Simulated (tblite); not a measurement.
Compound: C₄H₇O₂ (doublet state).
Cartesian coordinates in Å at the GFN2-xTB level; atoms count from 1:
```xyz
13
C4H7O2 angstrom
C     -1.1826    1.2864   -0.3585
C     -0.1999    0.2138   -0.0601
C     -0.6202   -1.1478    0.3422
O      1.0935    0.5885   -0.1886
C      2.1567   -0.1860    0.0205
O      2.1833   -1.3460    0.3562
H     -1.8528    0.9850   -1.1665
H     -0.6634    2.1950   -0.6506
H     -1.8042    1.4995    0.5144
H     -0.2089   -1.4187    1.3169
H     -1.7048   -1.1941    0.3851
H     -0.2537   -1.9003   -0.3600
H      3.0528    0.4252   -0.1684
```

Computed geometry: GFN2-xTB, gas phase. This method treats the open shell by occupation alone, without spin polarisation.

Take the most abundant isotopes and a rigid rotor. The values belong to one conformer with, in the numbering `[CH3:1][C:2]([CH3:3])[O:4][CH:5]=[O:6]`, C1–C2–O4–C5 180°, C2–O4–C5–O6 0°.

What are A, B and C (GHz)?

Ia = 69.80, Ib = 191.50, Ic = 255.11 u·Å²; 505379 MHz·u·Å²/I gives 7240, 2639 and 1981 MHz, that is A = 7.2402, B = 2.6391, C = 1.9810 GHz.

Classify the top.

An asymmetric top: κ = (2 × 2639 − 7240 − 1981)/(7240 − 1981) = -0.75.

Is it planar, by Δ = Ic − Ia − Ib?

Not planar: Δ = Ic − Ia − Ib = -6.19 u·Å². For a rigid frame Δ = −2 Σ m c², so Σ m c² = 3.09 u·Å² lies off the ab plane, practically all of it from hydrogen. The atom farthest from that plane is 0.89 Å away.

For this open shell read J as N, the rotation without spin; fine and hyperfine splittings come on top. Its GFN2-xTB frequencies are all real (lowest 54 cm⁻¹). Constants of a rigid frame at the computed geometry: no zero-point averaging, no centrifugal distortion.
